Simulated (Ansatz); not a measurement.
# What a trial cell of KC₃ relaxes into

All numbers below come from DFT PBE, scalar-relativistic, plane waves, PAW in Ansatz. Cutoff 420 eV, Γ-centred k mesh, Gaussian smearing, no spin polarisation in the final step.

The start puts KC₃ on the TiAl3 (D0_22) structure type (I4/mmm, No. 139), with K in place of Ti, C in place of Al, at a guessed volume.

```xyz
4
Lattice="-1.8825 1.8825 4.2050 1.8825 -1.8825 4.2050 1.8825 1.8825 -4.2050" Properties=species:S:1:pos:R:3 pbc="T T T"
K     0.0000    0.0000    0.0000
C     0.0000    0.0000    4.2050
C     1.8825    0.0000    2.1025
C     0.0000    1.8825    2.1025
```

Cell and atoms relax at zero pressure; the relaxation can't lower the symmetry of the start. After a coarse first stage the cell is made exact in the group found at 0.06 Å.

Formation energies are uncorrected and refer to the elements' standard structures at the same level.

**Question.** Which crystal results?

**Answer.** It ends in Fm-3m (No. 225). The result has the BiF3 (D0_3) structure. Conventional cell: a = 5.807 Å. K has 8 C at 2.51 Å and 6 C at 2.90 Å; around C on Wyckoff site b (1 atom of the primitive cell) lie 8 C at 2.51 Å and 6 K at 2.90 Å; C on Wyckoff site c (2 atoms of the primitive cell) has 4 C at 2.51 Å, 4 K at 2.51 Å and 6 C at 2.90 Å.

```xyz
4
Lattice="0.0000 2.9036 2.9036 2.9036 0.0000 2.9036 2.9036 2.9036 0.0000" Properties=species:S:1:pos:R:3 pbc="T T T"
K     0.0000    0.0000    0.0000
C     2.9036    2.9036    2.9036
C     1.4518    1.4518    1.4518
C     4.3554    4.3554    4.3554
```

**Question.** What are its volume, energy, density and gap?

**Answer.** The volume per atom is 12.24 Å³. The density is 2.55 g/cm³. The energy over the elements is 3.88 eV/atom. The gap on the 14×14×14 mesh is 0 eV (a metal).

The final run used a 14×14×14 mesh on its 4-atom cell and 0.10 eV smearing. The k mesh leaves about 4 meV/atom of noise in metals. A structure relaxed within its symmetry needn't be a true minimum. The steps took about 19 core-seconds in all.

Cost: 3 runs of about 0.32 core-minutes in all, on Intel Xeon 6975P-C (Granite Rapids) (shared hosts).